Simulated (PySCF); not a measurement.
dimethyl ether (C2H6O), SMILES COC.

Geometry optimised at PBE0-D3(BJ)/def2-TZVP.

Method: TDDFT-PBE/def2-SVPD run with PySCF.

Vertical excitations. Gas-phase values at a fixed geometry. State labels are in the subgroup C2v.

Computed excitation energies, oscillator strengths and character:
```json
[
 {"state": "S1", "symmetry": "B2", "energy (eV)": "6.05", "λ (nm)": "205", "f": "0.026", "main pairs": "HOMO→LUMO 100 %"},
 {"state": "S2", "symmetry": "A2", "energy (eV)": "6.87", "λ (nm)": "181", "f": "0.000", "main pairs": "HOMO→LUMO+1 100 %"},
 {"state": "S3", "symmetry": "B2", "energy (eV)": "7.30", "λ (nm)": "170", "f": "0.017", "main pairs": "HOMO→LUMO+2 99 %"},
 {"state": "S4", "symmetry": "A1", "energy (eV)": "7.69", "λ (nm)": "161", "f": "0.013", "main pairs": "HOMO→LUMO+3 72 %, HOMO−1→LUMO 28 %"},
 {"state": "S5", "symmetry": "B2", "energy (eV)": "7.71", "λ (nm)": "161", "f": "0.021", "main pairs": "HOMO→LUMO+4 99 %"},
 {"state": "S6", "symmetry": "A1", "energy (eV)": "7.86", "λ (nm)": "158", "f": "0.059", "main pairs": "HOMO−1→LUMO 71 %, HOMO→LUMO+3 26 %"},
 {"state": "S7", "symmetry": "A2", "energy (eV)": "8.38", "λ (nm)": "148", "f": "0.000", "main pairs": "HOMO→LUMO+5 100 %"},
 {"state": "S8", "symmetry": "B1", "energy (eV)": "8.60", "λ (nm)": "144", "f": "0.005", "main pairs": "HOMO−1→LUMO+1 99 %"},
 {"state": "S9", "symmetry": "B2", "energy (eV)": "8.84", "λ (nm)": "140", "f": "0.002", "main pairs": "HOMO→LUMO+7 100 %"},
 {"state": "S10", "symmetry": "A1", "energy (eV)": "8.93", "λ (nm)": "139", "f": "0.024", "main pairs": "HOMO−1→LUMO+2 79 %, HOMO→LUMO+6 20 %"},
 {"state": "T1", "symmetry": "B2", "energy (eV)": "5.91", "λ (nm)": "210", "f": "0", "main pairs": "HOMO→LUMO 100 %"},
 {"state": "T2", "symmetry": "A2", "energy (eV)": "6.76", "λ (nm)": "183", "f": "0", "main pairs": "HOMO→LUMO+1 100 %"},
 {"state": "T3", "symmetry": "B2", "energy (eV)": "6.91", "λ (nm)": "179", "f": "0", "main pairs": "HOMO→LUMO+2 99 %"},
 {"state": "T4", "symmetry": "A1", "energy (eV)": "7.50", "λ (nm)": "165", "f": "0", "main pairs": "HOMO→LUMO+3 79 %, HOMO−1→LUMO 20 %"}
]
```
Triplets are in the Tamm–Dancoff approximation, which puts them higher than full response would, so one can lie above its singlet here.
